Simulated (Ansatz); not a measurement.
```yaml
crystal:
  periodic: [false, false, false]
  atoms:
    - {symbol: Ta, position_ang: [-0.168612, 0.000152, -0.000292]}
    - {symbol: N, position_ang: [1.829325, -0.001648, 0.003173]}
    - {symbol: H, position_ang: [2.425109, 0.827745, 0.001663]}
    - {symbol: H, position_ang: [2.423605, -0.832114, 0.006747]}
basis:
  gaussian: {orbitals: def2-TZVP}
magnetization: {spin_polarized: true, initial_magnetization: 2}
hamiltonian: {xc: pbe0}
relax: {f_tol: 0.004, max_steps: 80}
```

```sh
$ ansatz run in.yaml --threads 1 --pin off --events-out ev --progress --plain --max-ram 2176MiB
```

Steps of the relaxation (energy above the last step; positions in Å, forces in eV/Å):

```
4
step 1, 62.4 meV
Ta   -0.169    0.000    0.000    1.586   -0.001    0.003
N     1.829   -0.002    0.003   -0.975    0.001   -0.002
H     2.425    0.828    0.002   -0.305   -0.177    0.000
H     2.424   -0.832    0.007   -0.305    0.178   -0.001
```

```
4
step 2, 0.9 meV
Ta   -0.106    0.000    0.000   -0.187    0.000    0.000
N     1.815   -0.002    0.003    0.282    0.000    0.000
H     2.401    0.828    0.002   -0.048   -0.001    0.000
H     2.399   -0.833    0.007   -0.048    0.001    0.000
```

```
4
step 3, 0.1 meV
Ta   -0.110    0.000    0.000   -0.006    0.000    0.000
N     1.818   -0.002    0.003    0.071    0.000    0.000
H     2.401    0.829    0.002   -0.033    0.000    0.000
H     2.400   -0.834    0.007   -0.033    0.000    0.000
```

```
4
step 5, 0.0 meV
Ta   -0.109    0.000    0.000    0.000    0.000    0.000
N     1.820   -0.002    0.003    0.001    0.000    0.000
H     2.400    0.831    0.002    0.000   -0.001    0.000
H     2.398   -0.835    0.007    0.000    0.001    0.000
```

Close pairs at the end: N2–H3 1.015 Å, N2–H4 1.015 Å, Ta1–N2 1.929 Å, Ta1–H3 2.643 Å, Ta1–H4 2.643 Å.

A stationary point of unrestricted PBE0 after 5 steps, with ⟨S²⟩ = 2.315 against 2.00 for a pure state; no frequencies were run, so it isn't proven a minimum. 1.8 min on 1 thread of Arm Neoverse V1, shared host.
